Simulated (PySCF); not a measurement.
Gas-phase reaction: Si + 3 SiH3Cl → 3 SiH2Cl + SiH3

Computed with PySCF (xtb for GFN2) and rigid-rotor harmonic-oscillator thermochemistry at 1 bar. † marks an energy on the PBE0/def2-TZVP geometry and frequencies; other levels use their own. MP2 freezes the core. 6-31G* has spherical d functions here. Open shells (unrestricted): Si (multiplicity 3, electronic degeneracy 9), SiH2Cl (multiplicity 2), SiH3 (multiplicity 2); the rest are closed-shell singlets. GFN2 has no spin-polarisation term. Spin-orbit splitting is ignored; it lowers the true energy and changes the entropy of Si. B3LYP is the form with VWN-RPA correlation. SiH2Cl: computed as isolated molecules; such fragments, hydroxides, amides, oligomers or adducts are transient or little studied in the gas. MP2 isn't extrapolated to the basis-set limit; its ΔH°(298 K) is 239.8 kJ in def2-SVP and 242.3 kJ in def2-TZVPP. The harmonic model lacks anharmonicity and excited electronic states, which grow with temperature; levels with a mode under 35 cm⁻¹ are left out.

| level | ΔE electronic, kJ | ΔH°(298 K), kJ | ΔS°(298 K), J/K | ΔG°(800 K), kJ |
|---|---|---|---|---|
| B3LYP/6-31G* | 234 | 216 | 83 | 149 |
| B3LYP/def2-TZVP† | 228 | 211 | 83 | 144 |
| GFN2-xTB | 265 | 254 | 84 | 186 |
| M06-2X/def2-TZVP† | 223 | 207 | 83 | 140 |
| MP2/def2-SVP† | 257 | 240 | 83 | 173 |
| MP2/def2-TZVPP† | 259 | 242 | 83 | 175 |
| PBE/def2-SVP | 197 | 180 | 83 | 113 |
| PBE/def2-TZVP† | 197 | 180 | 83 | 114 |
| PBE0/def2-QZVP† | 210 | 193 | 83 | 126 |
| PBE0/def2-SVP† | 212 | 196 | 83 | 129 |
| LDA/def2-TZVP† | 210 | 193 | 83 | 126 |
ΔH° is lowest at PBE/def2-SVP and highest at GFN2-xTB. No reference value is set beside these.
